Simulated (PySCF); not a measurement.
Gas-phase reaction: 2 NH2 + 3 SiH2 → 2 HSiNH2 + SiH4

Method: PySCF energies plus ideal-gas RRHO corrections (1 bar). † marks an energy on the PBE0/def2-TZVP geometry and frequencies; other levels use their own. CCSD(T) freezes the core. 6-31G* has spherical d functions here. Open shells (unrestricted): NH2 (multiplicity 2); the rest are closed-shell singlets. B3LYP is the form with VWN-RPA correlation. HSiNH2: computed as isolated molecules; such fragments, hydroxides, amides, oligomers or adducts are transient or little studied in the gas. CCSD(T) isn't extrapolated to the basis-set limit; its ΔH°(298 K) is -875.0 kJ in def2-SVP and -899.9 kJ in def2-TZVPP. The harmonic model lacks anharmonicity and excited electronic states, which grow with temperature; levels with a mode under 35 cm⁻¹ are left out. Internal rotation in HSiNH2 is treated as a harmonic vibration of one conformer, which makes the entropy rough.

ΔH° and ΔS° at 298 K: B3LYP/6-31G* -886 kJ, -317 J/K; B3LYP/def2-TZVP† -894 kJ, -316 J/K; CCSD(T)/def2-SVP† -875 kJ, -316 J/K.

Problem. With the heat capacities included, give log10 K (1 bar) at 1000, 1200, 1400, 1800, 2500 K from B3LYP/6-31G*, B3LYP/def2-TZVP†, CCSD(T)/def2-SVP†.

Solution. 
```
T (K)  B3LYP/6-31G*  B3LYP/def2-TZVP†  CCSD(T)/def2-SVP†
-----  ------------  ----------------  -----------------
1000           29.6              30.0               29.0
1200           21.9              22.2               21.4
1400           16.4              16.7               16.0
1800            9.2               9.5                8.9
2500            2.3               2.5                2.1
```
